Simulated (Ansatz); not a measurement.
Working through vertical and adiabatic energies of changing the electron count of C2H3Al, SMILES C#[C][AlH2]

With the Python package of Ansatz (0.2.0).

Interactive session:
```pycon
>>> import itertools
>>> import ansatz as az
>>> from ase.data import atomic_numbers, covalent_radii
>>> import numpy as np
>>> BASIS = 'def2-SVP'
>>> XC = 'b3lyp'
>>> NET_CHARGE = 1
>>> geometry_ang = [
...     ('C', [-0.7949, -1.6889, -0.2933]),
...     ('C', [-0.2987, -0.592, -0.1082]),
...     ('Al', [0.5552, 1.111, 0.1974]),
...     ('H', [-1.2508, -2.5595, -0.4824]),
...     ('H', [1.373, 1.8289, -0.9936]),
...     ('H', [0.4583, 1.8365, 1.6339]),
... ]
>>> mol = az.Crystal.molecule()
>>> for symbol, xyz in geometry_ang:
...     mol = mol.atom(symbol, xyz)
...
>>> base = mol.calculation().basis(gaussian=BASIS).functional(XC)
>>> symbols = [site.symbol for site in mol.cartesian_sites]
>>> start = np.array([site.position_ang for site in mol.cartesian_sites], dtype=float)
>>> summary = base.relax(force_tolerance=0.01, max_steps=100).run(threads=1).report
>>> end = np.array(summary['positions_ang'])
>>> minimum = az.Crystal.molecule()
>>> for symbol, place in zip(symbols, end):
...     minimum = minimum.atom(symbol, place.tolist())
...
>>> ion = (
...     minimum.calculation()
...     .basis(gaussian=BASIS)
...     .functional(XC)
...     .charge(NET_CHARGE)
...     .spin('collinear', total=1)
... )
>>> vertical = ion.run(threads=1).report
>>> settled = ion.relax(force_tolerance=0.01, max_steps=80).run(threads=1).report
>>> print(f'vertical ionisation energy   {vertical["free_energy_ev"] - summary["free_energy_ev"]:.3f} eV')
vertical ionisation energy   10.103 eV
>>> print(f'adiabatic, no zero point     {settled["free_energy_ev"] - summary["free_energy_ev"]:.3f} eV')
adiabatic, no zero point     10.057 eV
>>> print(f'relaxation energy of the ion {vertical["free_energy_ev"] - settled["free_energy_ev"]:.3f} eV')
relaxation energy of the ion 0.047 eV
>>> ionised = np.array(settled['positions_ang'])
>>> # pairs closer than 1.2 times the sum of covalent radii, before or after
>>> radius = [covalent_radii[atomic_numbers[s]] for s in symbols]
>>> span = lambda where, i, j: np.linalg.norm(where[i] - where[j])
>>> bonded = [(i, j) for i, j in itertools.combinations(range(len(symbols)), 2) if min(span(end, i, j), span(ionised, i, j)) < 1.2 * (radius[i] + radius[j])]
>>> print('pair        before    after (A)')
pair        before    after (A)
>>> for i, j in bonded:
...     print(f'{symbols[i]}{i}-{symbols[j]}{j}'.ljust(10), f'{span(end, i, j):8.4f} {span(ionised, i, j):8.4f}')
...
C0-C1        1.2229   1.2522
C0-H3        1.0758   1.0860
C1-Al2       1.9146   1.9366
Al2-H4       1.5801   1.5951
Al2-H5       1.5801   1.5951
```

Notes:
- The energies are electronic: no zero-point or thermal terms, and the basis set is short of its limit. The product may relax into another structure. Each relaxation finds its nearest minimum, which needn't be the lowest.
- b3lyp holds the VWN-RPA fit, as in Gaussian; the form of ORCA and Turbomole is b3lyp5.
- Wall time of the script: 35 s on 1 thread of Arm Neoverse V1, with other jobs on the host, peak memory 0.21 GiB.
